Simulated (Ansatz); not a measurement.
Process, species as SMILES: [H][H] (H2) → 2 H atom
B3LYP-D3(BJ)/def2-TZVP geometries, fixed; electronic energies without zero-point terms.

Basis-set convergence of the bond dissociation energy at MP2 with Ansatz (an electronic-structure program). All functions are spherical. Open shells are unrestricted. No added dispersion term, no relativity. Functions are those of the species that has most. Reference: Hartree-Fock in aug-cc-pV5Z plus the correlation part extrapolated as X^-3 from aug-cc-pVQZ and aug-cc-pV5Z, 105.32 kcal/mol, itself unsure by roughly 0.12 kcal/mol (a third of the extrapolation step and of the last Hartree-Fock step). Deviations are taken from unrounded values.

```
basis        functions  bond dissociation energy (kcal/mol)
-----------  ---------  -----------------------------------
cc-pVDZ             10                                98.26
aug-cc-pVDZ         18                                98.81
def2-SVP            10                                98.31
def2-SVPD           16                                98.88
pcseg-1             10                                99.47
aug-pcseg-1         18                               100.00
def2-TZVP           12                               100.81
def2-TZVPD          18                               101.24
def2-TZVPP          28                               103.54
def2-TZVPPD         34                               103.62
pcseg-2             28                               103.56
aug-pcseg-2         46                               103.69
cc-pVQZ             60                               104.58
aug-cc-pVQZ         92                               104.67
pcseg-3             66                               104.58
aug-pcseg-3         98                               104.60
cc-pV5Z            110                               104.95
aug-cc-pV5Z        160                               105.00
```

What the diffuse functions change, pair by pair:
- cc-pVDZ to aug-cc-pVDZ: 8 more functions, deviation -7.06 to -6.51 kcal/mol
- def2-SVP to def2-SVPD: 6 more functions, deviation -7.01 to -6.44 kcal/mol
- pcseg-1 to aug-pcseg-1: 8 more functions, deviation -5.85 to -5.32 kcal/mol
- def2-TZVP to def2-TZVPD: 6 more functions, deviation -4.52 to -4.08 kcal/mol
- def2-TZVPP to def2-TZVPPD: 6 more functions, deviation -1.78 to -1.71 kcal/mol
- pcseg-2 to aug-pcseg-2: 18 more functions, deviation -1.76 to -1.63 kcal/mol
- cc-pVQZ to aug-cc-pVQZ: 32 more functions, deviation -0.75 to -0.65 kcal/mol
- pcseg-3 to aug-pcseg-3: 32 more functions, deviation -0.74 to -0.73 kcal/mol
- cc-pV5Z to aug-cc-pV5Z: 50 more functions, deviation -0.38 to -0.32 kcal/mol

Leaving out the reference's own pair, they bring the value nearer the reference by more than 0.12 kcal/mol in 5 of 8 pairs.
